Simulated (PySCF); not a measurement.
## Isomers of C5H6S: computed energies against enthalpies of formation

**Experimental background.**

From CRC Handbook of Chemistry and Physics, for the gas at 298.15 K: enthalpy of formation of `Cc1ccsc1` 82.5 kJ/mol; enthalpy of formation of `Cc1cccs1` 83.5 kJ/mol.

The runs below try to reproduce these values; the comparison stands at the end.

Differences of these values give the isomerisation enthalpies. Geometries: GFN2-xTB; runs in PySCF, gas phase, with a dispersion term only where the level names one. Total electronic energies (Eh):

```tsv
SMILES	PBE0/pcSseg-1
Cc1ccsc1	-591.90796
Cc1cccs1	-591.90834
```

Zero-point and thermal terms are left out, so the computed numbers are electronic energies.

## Comparison

Relative to `Cc1ccsc1`, the lowest by measurement, in kJ/mol (measured: enthalpies at 298.15 K; computed: electronic energies):

```tsv
SMILES	measured	PBE0/pcSseg-1
Cc1ccsc1	0.0	0.0
Cc1cccs1	1.0	-1.0
```

Measured values: 82.5 kJ/mol (298.15 K; CRC Handbook of Chemistry and Physics) for the first row; the others come from the same table. Unsigned miss: PBE0/pcSseg-1 2.0 kJ/mol. PBE0/pcSseg-1 puts another isomer lowest. The two lowest measured values lie only 1.0 kJ/mol apart, so their order may not be settled by the table. Where a level misses, the cause wasn't examined.
